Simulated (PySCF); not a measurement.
# Isomers of C5H10O: computed energies against enthalpies of formation

**Measured values to compare with.**

From CRC Handbook of Chemistry and Physics, for the gas at 298.15 K: enthalpy of formation of `CC(=O)C(C)C` (methyl isopropyl ketone) -262.6 kJ/mol; enthalpy of formation of `OC1CCCC1` (cyclopentanol) -242.5 kJ/mol; enthalpy of formation of `C1CCOCC1` -223.4 kJ/mol.

How close the calculation comes is told at the end.

Differences of these values give the isomerisation enthalpies. Geometries: PBE0-D3(BJ)/def2-TZVP; runs in PySCF, gas phase, with a dispersion term only where the level names one. Total electronic energies (Eh):

```csv
SMILES,PBE0-D3(BJ)/def2-TZVP,B97-2/pcSseg-2,KT3/pcSseg-2,PBE0/pcSseg-2
CC(=O)C(C)C,-271.56978,-271.78752,-276.08492,-271.56095
OC1CCCC1,-271.56737,-271.78119,-276.08352,-271.55955
C1CCOCC1,-271.56151,-271.77446,-276.07618,-271.55249
```

Geometry of `CC(=O)C(C)C` (Å):
```
atom  x, y, z in Å
C1     2.048    0.584    0.289
C2     0.984   -0.348   -0.226
O3     1.242   -1.240   -0.995
C4    -0.432   -0.099    0.267
C5    -1.265   -1.367    0.234
C6    -1.057    1.001   -0.594
H7     2.963    0.470   -0.291
H8     2.254    0.335    1.335
H9     1.714    1.623    0.270
H10   -0.362    0.275    1.296
H11   -1.318   -1.760   -0.782
H12   -2.281   -1.165    0.583
H13   -0.833   -2.145    0.866
H14   -1.129    0.672   -1.634
H15   -2.065    1.227   -0.241
H16   -0.478    1.926   -0.570
```

Geometry of `OC1CCCC1` (Å):
```
atom  x, y, z in Å
O1     1.2469    1.4086   -0.8143
C2     0.8618    0.6578    0.3307
C3     0.8744   -0.8418    0.0435
C4    -0.4354   -1.0623   -0.6997
C5    -1.4248   -0.2307    0.1164
C6    -0.6109    0.9819    0.6083
H7     2.1611    1.1941   -1.0173
H8     1.5087    0.9204    1.1767
H9     1.7658   -1.1536   -0.5078
H10    0.8637   -1.3894    0.9930
H11   -0.7214   -2.1123   -0.7828
H12   -0.3493   -0.6559   -1.7111
H13   -2.3049    0.0613   -0.4589
H14   -1.7797   -0.8169    0.9691
H15   -0.7787    1.1775    1.6687
H16   -0.8646    1.8943    0.0665
```

Geometry of `C1CCOCC1` (Å):
```
atom  x, y, z in Å
C1    -0.3499    0.5879    1.0392
C2    -1.3521   -0.1618    0.1718
C3    -0.6424   -1.2220   -0.6497
O4     0.3939   -0.6761   -1.4337
C5     1.3778   -0.0521   -0.6405
C6     0.8052    1.0874    0.1821
H7     0.0384   -0.0902    1.8093
H8    -0.8323    1.4169    1.5637
H9    -2.1282   -0.6320    0.7833
H10   -1.8512    0.5366   -0.5084
H11   -0.2299   -1.9956    0.0197
H12   -1.3278   -1.7116   -1.3445
H13    1.8397   -0.7974    0.0287
H14    2.1477    0.3019   -1.3289
H15    1.5943    1.5256    0.8008
H16    0.4518    1.8698   -0.4982
```

Zero-point and thermal terms are left out, so the computed numbers are electronic energies.

**Comparison with experiment**

Relative to `CC(=O)C(C)C`, the lowest by measurement, in kJ/mol (measured: enthalpies at 298.15 K; computed: electronic energies):

```json
{"SMILES": "CC(=O)C(C)C", "measured": "0.0", "PBE0-D3(BJ)/def2-TZVP": "0.0", "B97-2/pcSseg-2": "0.0", "KT3/pcSseg-2": "0.0", "PBE0/pcSseg-2": "0.0"}
{"SMILES": "OC1CCCC1", "measured": "20.1", "PBE0-D3(BJ)/def2-TZVP": "6.3", "B97-2/pcSseg-2": "16.6", "KT3/pcSseg-2": "3.7", "PBE0/pcSseg-2": "3.7"}
{"SMILES": "C1CCOCC1", "measured": "39.2", "PBE0-D3(BJ)/def2-TZVP": "21.7", "B97-2/pcSseg-2": "34.3", "KT3/pcSseg-2": "23.0", "PBE0/pcSseg-2": "22.2"}
```

Measured values: -262.6 kJ/mol (298.15 K; CRC Handbook of Chemistry and Physics) for the first row; the others come from the same table. Mean unsigned miss over the other isomers: B97-2/pcSseg-2 4.2, PBE0-D3(BJ)/def2-TZVP 15.7, KT3/pcSseg-2 16.3, PBE0/pcSseg-2 16.7 kJ/mol. One conformer stands for `CC(=O)C(C)C` and `OC1CCCC1`, not necessarily the lowest, while the measurement averages over conformers. Where a level misses, the cause wasn't examined.
